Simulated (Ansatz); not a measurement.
Calculated with Ansatz (gas phase, PBE0-D4/def2-TZVP geometries, no zero-point term in ΔE). CCSD(T)/CBS adds triple-zeta CCSD(T) − MP2 to the extrapolated MP2 energy (def2 sets, frozen cores). This one scheme is used for every species. Functionals use def2-TZVPP. Each species was taken in one conformer, which may not be the lowest.

`CC(Cl)OCF` + H–F → `CC(F)OCF` + HCl  (substitution at a C–Cl bond)

```csv
level,ΔE (kJ/mol),difference from CCSD(T)/CBS
LDA (SPW92),-5.3,-7.6
PBE-D4,-1.2,-3.5
revPBE-D4,4.1,1.8
BLYP-D4,-3.6,-5.9
B97M-V,-12.9,-15.2
ωB97M-V,-8.7,-11.0
PBE-QIDH,-2.6,-4.9
revPBE,-7.1,-9.4
BLYP,-13.8,-16.1
BHLYP,-17.8,-20.1
CCSD/def2-SVP,-26.0,-28.3
CCSD(T)/def2-SVP,-23.5,-25.8
HF/def2-TZVPP,-26.9,-29.2
HF/def2-QZVPP,-26.6,-28.9
SCS-MP2/def2-QZVPP,2.5,0.2
CCSD/CBS(def2),-1.9,-4.2
CCSD(T)/CBS,2.3,0
```

Largest T1 diagnostic among the species: 0.011.

From BLYP to BHLYP (50 % exact exchange), in def2-TZVPP and without D4, ΔE moves by −4.0 kJ/mol. In def2-TZVPP, CCSD(T) changes the Hartree–Fock value by +22.2 kJ/mol (the triples alone add +4.3 kJ/mol) and MP2 by +33.2 kJ/mol.

CCSD(T)/CBS has its own doubt, a few kJ/mol and more with outer-core shells, so smaller differences from it don't rank the levels.
